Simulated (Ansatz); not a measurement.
# Al₂P (quartet): the correlation ladder, cc-pVTZ

One table from this session's results is given with a row withheld; the runs are named, their logs left out.

Method: cc-pVTZ, core rule «outside noble gas», up to 15 orbitals frozen; program: Ansatz 0.2.0, Gaussian basis.

Plan: UHF; CCSD(T) on ROHF; CCSD(T) on UHF; BCCD(T) on ROHF; CCSDT(Q) on ROHF; CCSDT(Q) on UHF.

6 further runs of the same task are left out: 3 for a known fault of the program, 3 set aside as unsound or not needed.

### The geometry

The geometry is a PBE0/def2-TZVP stationary point (not a proven minimum) of the parent state, kept for this charge and spin.

3 atoms, charge 0, spin multiplicity 4.

Atoms are counted from 1 here; the program's logs count them from 0.

Bond lengths: Al1–P2 2.200 Å, P2–Al3 2.200 Å. Angles: Al1–P2–Al3 180.0°.

As a file:

```tsv
atom	x (Å)	y (Å)	z (Å)
Al1	0.0000	0.0000	2.1997
P2	0.0000	0.0000	0.0000
Al3	0.0000	0.0000	-2.1997
```

The first run:

Input file in.yaml:

```yaml
crystal:
  periodic: [false, false, false]
  atoms:
    - {symbol: Al, position_ang: [0.000000, 0.000000, 2.199700]}
    - {symbol: P, position_ang: [0.000000, 0.000000, 0.000000]}
    - {symbol: Al, position_ang: [0.000000, 0.000000, -2.199700]}
basis:
  gaussian: {orbitals: cc-pVTZ}
magnetization: {spin_polarized: true, initial_magnetization: 3}
hamiltonian: {xc: hf}
output: {orbitals: {seedname: orbitals}}
```

Run with:

```bash
> ansatz run in.yaml --threads 1 --pin off --events-out ev --progress --plain --max-ram 4096MiB --backend cpu
```

Steps of the session up to this table: UHF; CCSD(T) on ROHF; CCSD(T) on UHF; BCCD(T) on ROHF; CCSDT(Q) on ROHF; CCSDT(Q) on UHF.

One of the session's tables, all rows but one given; the rest of the session is left out.

It belongs to the step «Misses and costs». 

```
   method  from RCCSDT(Q) (meV)
     RMP2               +1408.0
     UMP2               +1520.4
    RCCSD                +767.3
    UCCSD                +754.3
 RCCSD(T)                +149.0
 UCCSD(T)                     ?
  BCCD(T)                +149.5
   RCCSDT                 +87.9
   UCCSDT                 +85.5
RCCSDT(Q)                     0
UCCSDT(Q)                  -1.2
```

**Question.** Estimate the row for UCCSD(T).

As computed: from RCCSDT(Q) (meV): +151.0. In the column «from RCCSDT(Q) (meV)» it lies between BCCD(T) (+149.5) and UCCSD (+754.3).

Left out of the table: ROHF, UHF (another determinant or state than the rows shown).

To keep in mind: The report flags that the cluster equations may have other roots. The program flags RCCSD(T), UCCSD(T), BCCD(T), RCCSDT(Q), UCCSDT(Q) as in doubt, so the zero of the table is itself unsure. Warnings: coupled cluster took another determinant than the lowest. Restricted and unrestricted rows rest on different reference determinants; where their highest levels disagree by more than a few hundredths of an eV, they describe different states and don't form one ladder.
